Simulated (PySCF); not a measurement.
Molecule: `CC#C[C@H]1CS1`, C₅H₆S.

Atom-mapped SMILES (the numbers label the heavy atoms): `[CH3:1][C:2]#[C:3][C@H:4]1[CH2:5][S:6]1`. Each H is labelled by its parent atom. Ha(C5) is cis to C3 on the ring; Hb(C5) is trans to C3 on the ring.

Geometry PBE0-D3(BJ)/def2-SVP throughout; GIAO in PySCF 2.14, gas phase, one conformer, non-relativistic; equivalent atoms averaged; functional PBE0.

For orientation, def2-SVP gives these absolute shieldings σ: C2 115.7, C3 115.6, C5 166.2, C4 172.3, C1 189.9, S6 701.2, Ha(C5) 29.31, Hb(C5) 29.25, H(C1) 29.72 ppm.

A run gave: C2 166.9, C3 168.9, C5 205.6, C4 208.5, C1 220.1, S6 708.1, Ha(C5) 31.20, Hb(C5) 31.21, H(C1) 31.32 ppm (absolute shieldings σ).

Which basis set was used in that run?
A. 6-311+G(2d,p)
B. STO-3G
C. 6-31G
D. def2-TZVP
E. pcSseg-1

## Answers

B. C3 tells them apart best: STO-3G gives 168.9, 6-31G gives 122.2, def2-TZVP gives 102.7, pcSseg-1 gives 100.2, 6-311+G(2d,p) gives 102.6 ppm.
